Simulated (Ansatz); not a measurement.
What each rung costs, and what it gives

Saddle point of SiPH7S, singlet (SiH₄S ([SiH3][SH]) + PH₃ → SiPH₅ ([SiH3][PH2]) + H₂S; bonds formed: Si1–P7, S2–H6; bonds broken: Si1–S2, H6–P7), PBE0-D4/def2-TZVP structure:

Si1  (-0.713, 0.747, -0.571)
S2  (0.148, 0.863, 1.716)
H3  (-0.197, 0.495, -1.951)
H4  (-0.677, 2.245, -0.553)
H5  (-2.111, 0.337, -0.315)
H6  (0.280, -0.436, 0.907)
P7  (0.099, -1.692, -0.501)
H8  (1.359, 1.244, 1.276)
H9  (1.477, -1.459, -0.754)
H10  (0.335, -2.344, 0.746)
(Å)

Barriers are electronic and count from the start structure reached by relaxing down the imaginary mode.

Computed with Ansatz 0.2.0 (basis: as named in each row); correlated methods freeze the cores. B3LYP uses VWN-RPA correlation. Extrapolation: Hartree–Fock as exp(−7.88 √X), correlation as X^−2.97.

Times are rough, for one single point on 4 threads of a shared host (Arm Neoverse V1).

The estimate by CCSD(T) at an estimated basis limit (MP2 extrapolated from triple and quadruple zeta, plus CCSD(T) − MP2 in triple zeta) is 62.38 kcal/mol.

```csv
method,basis,time (s),barrier (kcal/mol),method less estimate
HF,STO-3G,under 1,124.23,61.85
PBE-D4,STO-3G,under 1,67.91,5.53
SPW92,def2-SVP,under 1,42.77,-19.61
B3LYP-D4,6-31G,under 1,63.29,0.90
PBE-D4,def2-SVP,under 1,49.56,-12.82
PBE0-D4,def2-SVP,under 1,56.56,-5.83
SPW92,def2-TZVPP,1,42.35,-20.03
CCSD(T),def2-SVP,2,69.44,7.06
BLYP-D4,def2-TZVPP,2,54.97,-7.41
PBE-D4,def2-TZVPP,2,48.48,-13.90
BHLYP-D4,def2-TZVPP,2,67.97,5.59
B3LYP-D4,def2-TZVPP,2,59.99,-2.39
PBE0-D4,def2-TZVPP,3,54.98,-7.40
CAM-B3LYP-D4,def2-TZVPP,3,64.66,2.27
RPA on PBE,def2-TZVPP,4,63.09,0.71
r2SCAN-D4,def2-TZVPP,4,54.35,-8.04
wB97M-V,def2-SVP,4,63.44,1.06
r2SCAN0-D4,def2-TZVPP,4,58.52,-3.87
B2PLYP,def2-TZVPP,4,62.74,0.36
PBE-QIDH,def2-TZVPP,5,60.56,-1.83
wB97X-V,def2-TZVPP,7,64.65,2.27
B97M-V,def2-TZVPP,8,58.89,-3.49
wB97M-V,def2-TZVPP,8,62.44,0.06
MP2,def2-QZVPP,17,60.92,-1.47
CCSD(T),def2-TZVPP,50,63.57,1.19
```

All methods are single points on the PBE0-D4 structures.

No T1 diagnostic of these runs exceeds 0.015.

Labels in which every atom is bracketed show which atoms are joined, not bond orders.
